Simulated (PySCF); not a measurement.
## Core binding energy against partial charge

Isopropyl formate, C₄H₈O₂.
Geometry (GFN2-xTB, Å), atoms numbered from 1 in this order:
```
atom  x, y, z in Å
C1    -1.0567   -0.8773    0.3763
C2    -0.1680    0.2746   -0.0789
C3    -0.3467    0.5973   -1.5546
O4     1.2186   -0.0835    0.1090
C5     1.7338    0.0873    1.3071
O6     1.1853    0.5173    2.2793
H7    -2.1006   -0.6220    0.2181
H8    -0.9017   -1.0729    1.4347
H9    -0.8192   -1.7761   -0.1883
H10   -0.3682    1.1596    0.5390
H11    0.3197    1.4042   -1.8474
H12   -0.1160   -0.2781   -2.1559
H13   -1.3726    0.8993   -1.7441
H14    2.7916   -0.2302    1.2836
```

Binding energies: delta-SCF UKS SCAN, pcX-2 on the ionised atom, pcseg-1 elsewhere, spin-free X2C (PySCF 2.14.0). Charges: PBE0/pcSseg-1 ground-state density, for the ionised atom.

```json
{"atom": "C1", "environment": "methyl carbon", "C 1s (eV)": "290.83", "Mulliken (e)": "-0.233", "IAO (e)": "-0.432", "Hirshfeld (e)": "-0.124", "ESP (e)": "-0.682"}
{"atom": "C2", "environment": "sp3 carbon bound to oxygen", "C 1s (eV)": "292.52", "Mulliken (e)": "-0.092", "IAO (e)": "+0.091", "Hirshfeld (e)": "+0.057", "ESP (e)": "+0.647"}
{"atom": "C5", "environment": "ester carbonyl carbon", "C 1s (eV)": "294.70", "Mulliken (e)": "+0.429", "IAO (e)": "+0.401", "Hirshfeld (e)": "+0.175", "ESP (e)": "+0.588"}
```

Give the correlation coefficient and slope of binding energy on charge for each scheme.

Hirshfeld: r = 0.98, slope 12.6 eV per e; IAO: r = 0.98, slope 4.5 eV per e; Mulliken: r = 0.97, slope 5.4 eV per e; ESP: r = 0.80, slope 2.1 eV per e. On 3 points no scheme stands out.

The point-charge model writes a binding energy as kq + V + constant, with V the potential of the other atoms' charges at the site. What does it give with the Mulliken charges?

V = Σ 14.40 eV Å × q/r over all other atoms: +3.33 eV at C1, -1.09 eV at C2, -7.32 eV at C5. Fitting binding energy − V to q gives k = 20.4 eV per e and leaves an rms residual of 1.35 eV, against 0.39 eV for the fit on q alone. The model has no term for differences in relaxation between sites.

One conformer (not necessarily the lowest) at the GFN2-xTB geometry, without solvent, vibrations or thermal averaging.
